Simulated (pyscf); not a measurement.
Elementary routes open to GeH₄ + CH₃• in the gas phase (doublet surface):
A. GeH₃• + CH₄ (Ge–H broken; C–H formed)
B. H₃C–GeH₃ + H• (Ge–H broken; C–Ge formed)

PySCF, gas phase, ωB97X-D3(BJ)/def2-SVP geometries. Correlated levels are frozen-core, on RHF or UHF. ΔMP2 is the change of the MP2 total energy from the triple- to the quadruple-zeta basis.

Task: Rank the routes by free-energy barrier at 1200 K, lowest first, for CCSD(T)/def2-TZVPP + ΔMP2(QZVPP) energies (ideal gas, 1 atm, RRHO with modes under 100 cm⁻¹ raised to 100, one conformer, R ln 2 for chiral ones without a mode under 150 cm⁻¹).

Result: A (1.52 eV), B (2.35 eV)

Route A is the fastest of these, ahead of the next by 0.82 eV. The most stable products are those of A (ΔG = -0.76 eV), so kinetics and thermodynamics agree. At 298 K A is still the fastest. Only these routes are compared; each barrier is that of the saddle found, and lower ones may exist. The CCSD(T) − MP2 part came from Ansatz, without density fitting, on the same reference. The frozen core leaves the outer d or s,p core shells of the metals and heavy elements correlated in the MP2 and CC values, and def2-TZVPP describes them poorly, which can shift differences by a few kcal/mol. Elements up to Kr have no core potential and no relativistic terms here.
